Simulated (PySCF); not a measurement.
A calculation to check before its numbers are used.

A TDDFT job on [C5H4Cl]-, SMILES `Cl[c-]1cccc1` (charge -1). Computed with PySCF 2.14.0, density-fitted response routines, TDDFT PBE/def2-SVPD, vertical, gas phase, core orbitals frozen in the response.

Driver input (Å, PBE0-D3(BJ)/def2-SVP geometry):

```
{"job": {"kind": "uv", "xc": "PBE", "basis": "def2-SVPD", "ip": true}, "charge": -1, "multiplicity": 1}
Cl     3.9874    -0.2348     0.8485
C      2.2702     0.0642     0.5873
C      1.2733    -0.9263     0.5894
C      0.0514    -0.2592     0.3434
C      0.3136     1.1186     0.1948
C      1.7034     1.3277     0.3467
H      1.4310    -1.9943     0.7513
H     -0.9309    -0.7373     0.2798
H     -0.4286     1.8978    -0.0041
H      2.2463     2.2731     0.2919
```

Output:

```
coarse grid: 9536 points
cycle   1  E = -652.1865522572  dE =  7.225e-01  |g| = 6.873e-01  |ddm| = 7.242e+00
cycle   2  E = -651.7224847624  dE =  4.641e-01  |g| = 1.461e+00  |ddm| = 3.652e+00
cycle   3  E = -652.3346071760  dE = -6.121e-01  |g| = 1.080e-01  |ddm| = 2.513e+00
cycle   4  E = -652.3367097619  dE = -2.103e-03  |g| = 6.658e-02  |ddm| = 4.493e-01
cycle   5  E = -652.3378089256  dE = -1.099e-03  |g| = 2.660e-02  |ddm| = 1.871e-01
cycle   6  E = -652.3379903017  dE = -1.814e-04  |g| = 7.321e-03  |ddm| = 6.350e-02
cycle   7  E = -652.3380023803  dE = -1.208e-05  |g| = 2.733e-03  |ddm| = 2.004e-02
cycle   8  E = -652.3380043253  dE = -1.945e-06  |g| = 4.365e-04  |ddm| = 7.393e-03
final grid: 89280 points
cycle   9  E = -652.4392975623  dE = -1.504e-05  |g| = 1.129e-02  |ddm| = 1.846e-01
cycle  10  E = -652.4392065907  dE =  9.097e-05  |g| = 2.124e-02  |ddm| = 5.159e-02
cycle  11  E = -652.4393329903  dE = -1.264e-04  |g| = 1.598e-03  |ddm| = 3.529e-02
cycle  12  E = -652.4393336311  dE = -6.408e-07  |g| = 4.859e-04  |ddm| = 4.348e-03
cycle  13  E = -652.4393336857  dE = -5.459e-08  |g| = 1.807e-04  |ddm| = 1.433e-03
cycle  14  E = -652.4393336953  dE = -9.646e-09  |g| = 2.940e-05  |ddm| = 5.562e-04
cycle  15  E = -652.4393336955  dE = -1.626e-10  |g| = 1.781e-05  |ddm| = 8.058e-05
converged SCF energy = -652.4393336955

Static polarisability (au): isotropic 86.428, principal 58.787 89.327 111.171

Singlet excitations
state   eV       nm        f      main configurations
  1   3.3394    371.3   0.00007   H->L 1.00
  2   3.5015    354.1   0.00000   H-1->L 1.00
  3   3.8168    324.8   0.00540   H->L+1 1.00
  4   4.0312    307.6   0.00000   H-1->L+1 1.00
  5   4.2625    290.9   0.00000   H->L+2 1.00
  6   4.4722    277.2   0.00978   H-1->L+2 0.84, H->L+3 0.16
  7   4.5038    275.3   0.02700   H->L+3 0.84, H-1->L+2 0.16
  8   4.7064    263.4   0.00000   H-1->L+3 1.00
  9   4.7531    260.8   0.02289   H->L+4 0.92
 10   4.7537    260.8   0.00053   H->L+5 0.98

Triplet excitations (Tamm-Dancoff, eV): 3.1573 3.4757 3.7766 3.9678
Vertical ionisation energy (delta-SCF) = 2.1844 eV
```

The SCF starts on a coarse grid; the energy jumps when the final grid takes over, and dE counts afresh there.

Frontier levels of this run: HOMO 0.60 eV, LUMO 3.88 eV.

**Question.** Which diagnosis fits best?
A. outermost orbital of the anion above zero energy, confined by the basis
B. SCF not converged
C. unstable closed-shell reference
D. response equations not converged

**Answer.** A. The HOMO energy is +0.60 eV. With an occupied level above zero, a larger and more diffuse basis would let charge leak away from the ion at this level of theory; the finite basis confines it. The ΔSCF detachment energy is +2.18 eV, so by total energies the electron is bound. 10 of the 10 singlets lie above that threshold, in the detachment continuum.

**Question.** How can it be mended?

**Answer.** Treat the excitation energies and the polarisability as basis-dependent; try a long-range-corrected functional, a counter-ion or a solvent model.
